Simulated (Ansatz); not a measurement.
# C2H6FNS: small, medium and large basis sets

One table from this session's results is given with a row withheld; the runs are named, their logs left out.

Program: Ansatz 0.2.0, Gaussian basis. Level of theory: one geometry, several basis sets. These are calculated values, not measurements.

Levels to be run: PBE0-D4/def2-SVP; ωB97M-V/def2-SVP; PBE0-D4/def2-QZVPP; ωB97M-V/def2-QZVPP; the functionals' def2-TZVPP values are taken from earlier runs.

### The geometry

All runs share one geometry, relaxed beforehand with PBE0-D4 in a triple-zeta def2 set.

SMILES `CC(N)(F)S`, 11 atoms, charge 0, spin multiplicity 1.

Atoms are counted from 1 here; the program's logs count them from 0.

Bond lengths: C1–C2 1.509 Å, C1–H6 1.094 Å, C1–H7 1.089 Å, C1–H8 1.089 Å, C2–N3 1.407 Å, C2–F4 1.407 Å, C2–S5 1.825 Å, N3–H9 1.011 Å, N3–H10 1.011 Å, S5–H11 1.342 Å. Angles: C2–C1–H6 109.5°, C2–C1–H7 110.1°, C2–C1–H8 110.1°, H6–C1–H7 109.5°, H6–C1–H8 108.4°, H7–C1–H8 109.2°, C1–C2–N3 111.8°, C1–C2–F4 106.5°, C1–C2–S5 113.4°, N3–C2–F4 111.9°, N3–C2–S5 105.9°, F4–C2–S5 107.3°, C2–N3–H9 112.0°, C2–N3–H10 111.9°, H9–N3–H10 110.4°, C2–S5–H11 95.0°.

As a file:

```xyz
11

C    -0.9451   -0.4367    0.5925
C     0.1774    0.1746   -0.2096
N     1.3718    0.2418    0.5302
F    -0.2653    1.4491   -0.6104
S     0.5790   -0.7624   -1.7237
H    -1.1332    0.1735    1.4808
H    -0.6800   -1.4481    0.8958
H    -1.8567   -0.4680   -0.0028
H     2.1017    0.7274    0.0267
H     1.2294    0.6624    1.4386
H    -0.5136   -0.3706   -2.3974
```

Set-up of the first run:

File in.yaml:

```yaml
crystal:
  periodic: [false, false, false]
  atoms:
    - {symbol: C, position_ang: [-0.945147, -0.436741, 0.592527]}
    - {symbol: C, position_ang: [0.177354, 0.174579, -0.209643]}
    - {symbol: N, position_ang: [1.371830, 0.241836, 0.530163]}
    - {symbol: F, position_ang: [-0.265277, 1.449058, -0.610447]}
    - {symbol: S, position_ang: [0.579027, -0.762418, -1.723672]}
    - {symbol: H, position_ang: [-1.133173, 0.173483, 1.480768]}
    - {symbol: H, position_ang: [-0.679971, -1.448099, 0.895829]}
    - {symbol: H, position_ang: [-1.856721, -0.467983, -0.002805]}
    - {symbol: H, position_ang: [2.101651, 0.727448, 0.026729]}
    - {symbol: H, position_ang: [1.229431, 0.662401, 1.438629]}
    - {symbol: H, position_ang: [-0.513603, -0.370564, -2.397380]}
basis:
  gaussian: {orbitals: def2-SVP}
hamiltonian: {xc: pbe0, dispersion: d4}
output: {orbitals: {seedname: orbitals}}
```

Run with:

```
> ansatz run in.yaml --threads 4 --pin off --events-out ev --progress --plain --max-ram 10444MiB
```

Among the steps run: PBE0-D4 in def2-SVP; ωB97M-V in def2-SVP; PBE0-D4 in def2-QZVPP; ωB97M-V in def2-QZVPP.

One table of the session follows, with a row left open; its other results are not shown here.

It belongs to the step «Density functionals: the series». 

| functional | basis | HOMO (eV) | LUMO (eV) |
| --- | --- | --- | --- |
| PBE0-D4 | def2-SVP | ? | ? |
| PBE0-D4 | def2-TZVPP | -7.17 | 0.34 |
| PBE0-D4 | def2-QZVPP | -7.22 | 0.15 |
| ωB97M-V | def2-SVP | -9.23 | 2.85 |
| ωB97M-V | def2-TZVPP | -9.44 | 2.11 |
| ωB97M-V | def2-QZVPP | -9.49 | 1.61 |

Q: Estimate the row for PBE0-D4, def2-SVP from the others.

The run gave: HOMO (eV): -6.98; LUMO (eV): 0.88. In the column «HOMO (eV)» it is the highest.
